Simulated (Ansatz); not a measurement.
## Other spins and charges of SiCl, doublet at one geometry

Geometry (PBE0/def2-TZVP stationary point for this spin):

| atom | x (Å) | y (Å) | z (Å) |
| --- | --- | --- | --- |
| Si | 0.0000 | 0.0000 | 0.0000 |
| Cl | 0.0000 | 0.0000 | 2.0671 |

Basis 6-31G; Ansatz 0.2.0. Correlated methods freeze the noble-gas cores. Prefix R: restricted or restricted open-shell reference; prefix U: unrestricted. Active spaces: valence = (11e, 8o) chosen from the atoms' valence shells.

Gaps are energies of the second state less the first, at fixed atoms, for a selection of the levels run; each method lands on the state that its own search finds for that charge and spin.

For open shells CISD and CISDTQ are restricted-active-space CI with the open shells as a complete middle space.

Removing an electron, to the triplet: 10.497 eV at full CI (doublet B1, triplet ion B1, in C2v).

```json
{"level": "RHF", "gap (eV)": "10.358", "error (meV)": "-139"}
{"level": "RCCSD(T)", "gap (eV)": "10.506", "error (meV)": "9"}
{"level": "CISDTQ", "gap (eV)": "10.495", "error (meV)": "-2"}
{"level": "RCCSDT(Q)", "gap (eV)": "10.497", "error (meV)": "0"}
{"level": "CASSCF (valence space)", "gap (eV)": "10.099", "error (meV)": "-398"}
{"level": "NEVPT2 (valence space)", "gap (eV)": "10.399", "error (meV)": "-98"}
{"level": "MRCISD+Q(relaxed) (valence space)", "gap (eV)": "10.495", "error (meV)": "-2"}
{"level": "PBE0", "gap (eV)": "11.274", "error (meV)": "777"}
{"level": "wB97M-V", "gap (eV)": "11.398", "error (meV)": "901"}
{"level": "RPA-PBE", "gap (eV)": "10.602", "error (meV)": "105"}
```

Quartet less doublet: 2.504 eV at full CI (doublet B1, quartet A2, in C2v).

```csv
level,gap (eV),error (meV)
RMP2,2.360,-144
CISD,2.421,-83
RCCSD,2.472,-32
UCCSD,2.472,-32
UCCSDT,2.503,-1
RCCSDTQ,2.504,0
r2SCAN,2.649,145
B3LYP,3.165,661
B2PLYP,2.968,464
RPA-PBE,2.898,394
```

Removing an electron, to the singlet: 7.113 eV at full CI (doublet B1, singlet ion A1, in C2v).

| level | gap (eV) | error (meV) |
| --- | --- | --- |
| RCCSD(T) | 7.120 | 7 |
| UCCSD(T) | 7.120 | 7 |
| CISDTQ | 7.120 | 7 |
| RCCSDT(Q) | 7.107 | -6 |
| MRCISD (valence space) | 7.093 | -20 |
| PBE | 7.660 | 547 |
| r2SCAN | 7.839 | 726 |
| PBE0 | 7.885 | 772 |
| B3LYP | 7.779 | 666 |
| wB97M-V | 7.645 | 532 |

In so small a basis the reference is far from its limit while semilocal and hybrid functionals are nearer theirs (RPA and double hybrids share part of the reference's basis error), so the functionals' errors here hold much of the reference's basis and frozen-core error, which can add to them or hide them. The set has no polarisation functions, which weighs most on the reference.

Full CI is exact within this basis and frozen core; it isn't the basis-set limit. The frozen core follows each run's orbitals, which can shift R against U totals by a few meV.
